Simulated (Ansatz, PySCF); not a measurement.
This Ansatz (a program for electronic structure) input computes a CAM-B3LYP/def2-TZVPD energy:

Ansatz 0.2 input:
```yaml
crystal:
  periodic: [false, false, false]
  atoms:
    - {symbol: Si, position_ang: [-0.00000000, -0.00000000, -0.55023073]}
    - {symbol: O, position_ang: [0.00000000, 0.00000000, 0.96290378]}
basis:
  gaussian:
    orbitals: def2-TZVPD
hamiltonian:
  xc: {name: CAM-B3LYP}
output: {forces: true}
```

Write an input for the same energy in PySCF and say what it gives.


```python
from pyscf import gto, scf, dft

mol = gto.M(
    atom='''
    Si   -0.00000000   -0.00000000   -0.55023073
    O     0.00000000    0.00000000    0.96290378
    ''',
    basis='def2-tzvpd',
    charge=0,
    spin=0,
    verbose=4,
)

mf = dft.RKS(mol, xc='camb3lyp').density_fit(auxbasis='def2-universal-jkfit')
mf.grids.level = 3
mf.conv_tol = 1e-9
mf.max_cycle = 100
mf.max_memory = 1500
mf.kernel()
if not mf.converged:
    mf = mf.newton()
    mf.kernel(mf.make_rdm1())
mf.analyze()
```
It gives -364.75096 Eh, and Ansatz -364.75094 Eh, a difference of 0.02 mEh, from the treatment of integrals and grids.
